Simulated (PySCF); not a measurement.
Can point charges reproduce the dipole moment of `Cl` (HCl)?

Coordinates (PBE0-D3(BJ)/def2-SVP, Å) and charges (e) from the PBE0/pcSseg-1 density (PySCF):

| atom | x | y | z | Mulliken | IAO | Hirshfeld | ESP-fitted |
| --- | --- | --- | --- | --- | --- | --- | --- |
| Cl1 | 0.645 | -0.006 | -0.006 | -0.2296 | -0.2126 | -0.1261 | -0.2601 |
| H2 | -0.640 | 0.008 | -0.022 | +0.2296 | +0.2126 | +0.1261 | +0.2601 |

Question: What dipole does each set of charges give (1 e·Å = 4.803 D), and what does the density give?

Answer: The full density gives (-1.47, 0.02, -0.02) D, 1.47 D in size; dipole vectors point from the negative to the positive end.

```csv
scheme,μx,μy,μz,size (D),share of the full size (%),angle to the full dipole (°)
Mulliken,-1.42,0.02,-0.02,1.42,97,0
IAO,-1.31,0.01,-0.02,1.31,90,0
Hirshfeld,-0.78,0.01,-0.01,0.78,53,0
ESP-fitted,-1.61,0.02,-0.02,1.61,110,0
```

Question: Which set comes closest?

Answer: Length of the difference vector: Mulliken 0.05 D, ESP-fitted 0.14 D, IAO 0.15 D, Hirshfeld 0.69 D. Closest: Mulliken. 

Question: What is left for the Hirshfeld atoms' own dipoles?

Answer: The Hirshfeld atoms' densities add up to the full density, so μ = Σ q r + Σ (atomic dipoles). The atomic dipoles sum to (-1.47, 0.02, -0.02) − (-0.78, 0.01, -0.01) = (-0.69, 0.01, -0.01) D, 0.69 D in size.

Question: Give the size of the full dipole in other units.

Answer: 1.47 D = 0.577 au = 0.305 e·Å = 4.89 × 10⁻³⁰ C·m.

Geometry: PBE0-D3(BJ)/def2-SVP; no solvent, vibrations or thermal averaging.

The run behind these numbers computed NMR shieldings as well. Hardware: one thread of an Intel Xeon at 2.30 GHz, no GPU, shared host with 24 logical CPUs at a one-minute load of 22. Cost: 1.5 s of wall time (grids of density and orbitals included), 0.25 GiB resident at most.
